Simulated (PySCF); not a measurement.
Compound: silyl cyanide, CH₃NSi.
SMILES: `C(#N)[SiH3]`

The closed-shell ground state was solved at several levels (PySCF, density fitting, gas phase, non-relativistic). Isolated species at its PBE0-D3(BJ)/def2-SVP geometry, gas phase.

```json
{"level": "PBE0/IGLO-III", "basis functions": "144", "HOMO (eV)": "-9.84", "LUMO (eV)": "-0.69", "gap (eV)": "9.15", "dipole (D)": "3.56"}
{"level": "B3LYP/6-31G*", "basis functions": "52", "HOMO (eV)": "-9.31", "LUMO (eV)": "-0.42", "gap (eV)": "8.89", "dipole (D)": "3.35"}
{"level": "PBE0/STO-3G", "basis functions": "22", "HOMO (eV)": "-7.45", "LUMO (eV)": "4.11", "gap (eV)": "11.56", "dipole (D)": "3.32"}
{"level": "CAM-B3LYP/def2-SVPD", "basis functions": "88", "HOMO (eV)": "-11.26", "LUMO (eV)": "0.49", "gap (eV)": "11.75", "dipole (D)": "3.61"}
{"level": "PBE0/def2-SVPD", "basis functions": "88", "HOMO (eV)": "-9.86", "LUMO (eV)": "-0.66", "gap (eV)": "9.20", "dipole (D)": "3.54"}
{"level": "PBE0/pcSseg-3", "basis functions": "319", "HOMO (eV)": "-9.84", "LUMO (eV)": "-0.74", "gap (eV)": "9.10", "dipole (D)": "3.54"}
{"level": "B3LYP/cc-pVTZ", "basis functions": "136", "HOMO (eV)": "-9.53", "LUMO (eV)": "-0.82", "gap (eV)": "8.71", "dipole (D)": "3.46"}
{"level": "wB97X-D/def2-SVPD", "basis functions": "88", "HOMO (eV)": "-11.78", "LUMO (eV)": "1.14", "gap (eV)": "12.92", "dipole (D)": "3.58"}
{"level": "PBE0/def2-TZVPD", "basis functions": "144", "HOMO (eV)": "-9.84", "LUMO (eV)": "-0.73", "gap (eV)": "9.11", "dipole (D)": "3.53"}
{"level": "PBE0/cc-pVTZ", "basis functions": "136", "HOMO (eV)": "-9.79", "LUMO (eV)": "-0.60", "gap (eV)": "9.19", "dipole (D)": "3.47"}
```

Question: Estimate the row for PBE0/def2-TZVP, a basis of 117 functions; the other rows only guide the guess.

Answer: HOMO -9.82 eV, LUMO -0.67 eV, gap 9.15 eV, dipole 3.51 D.

Question: Over all these levels, which gives the widest orbital gap and which the narrowest?

Answer: wB97X-D/def2-SVPD (range-separated hybrid) has the widest, 12.92 eV, and B3LYP/cc-pVTZ (global hybrid, 20 % exact exchange) the narrowest, 8.71 eV. Functional and basis both differ between the two, so the spread mixes both effects.

Question: How much does the basis alone move the frontier levels among the 7 PBE0 rows (the withheld one included)?

Answer: The HOMO by 2.41 eV and the LUMO by 4.85 eV. By rising basis size (HOMO, LUMO in eV): STO-3G -7.45, 4.11; def2-SVPD -9.86, -0.66; def2-TZVP -9.82, -0.67; cc-pVTZ -9.79, -0.60; IGLO-III -9.84, -0.69; def2-TZVPD -9.84, -0.73; pcSseg-3 -9.84, -0.74.

Question: How far do the dipole and the HOMO energy spread over the levels?

Answer: The dipole runs from 3.32 to 3.61 D (mean 3.50 D) and the HOMO from -11.78 to -7.45 eV.
